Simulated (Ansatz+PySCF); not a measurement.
Results of a calculation; reference values are marked as such.
**Several solutions for triplet LiHO₂ in separate pieces**

```xyz
4

O     0.0000    0.0000   -2.1389
O     0.0000    0.0000    2.1389
Li   30.0000    0.0000   -1.4381
H    30.0000    0.0000    4.3142
```

Basis set: 6-31G (spherical functions). Charge 0, multiplicity 3.

UHF was run from several starts with Ansatz (development build ahead of 0.2.0) and PySCF 2.14.0.

```json
{"run": "A", "program": "PySCF", "start": "guess huckel, instabilities followed", "converged": "yes", "energy (hartree)": "-157.49019", "<S²>": "4.01"}
{"run": "B", "program": "Ansatz", "start": "search for the lowest state", "converged": "yes", "energy (hartree)": "-157.49019", "<S²>": "4.01"}
{"run": "C", "program": "PySCF", "start": "program defaults", "converged": "yes", "energy (hartree)": "-157.49007", "<S²>": "4.01"}
{"run": "D", "program": "PySCF", "start": "guess minao, instabilities followed", "converged": "yes", "energy (hartree)": "-157.49019", "<S²>": "4.01"}
{"run": "E", "program": "PySCF", "start": "guess 1e, instabilities followed", "converged": "yes", "energy (hartree)": "-157.40345", "<S²>": "4.00"}
{"run": "F", "program": "PySCF", "start": "guess atom, instabilities followed", "converged": "yes", "energy (hartree)": "-157.49019", "<S²>": "4.01"}
{"run": "G", "program": "Ansatz", "start": "stability test followed", "converged": "yes", "energy (hartree)": "-157.49019", "<S²>": "4.01"}
{"run": "H", "program": "Ansatz", "start": "atomic start, no search", "converged": "yes", "energy (hartree)": "-157.49007", "<S²>": "4.01"}
```

Question: Which runs reached the lowest solution of this kind, and what is wrong with the others?

Answer: A, B, C, D, F, G, H reached the lowest solution found or ended within 0.01 eV of it (a small difference can mark another solution nearby). Converged but too high: E by 2.36 eV. Convergence only shows a stationary point, and even a stable one can lie too high; stability tests and further starts are what find lower ones. Caution: the unrestricted determinant is a mixture of spin states.
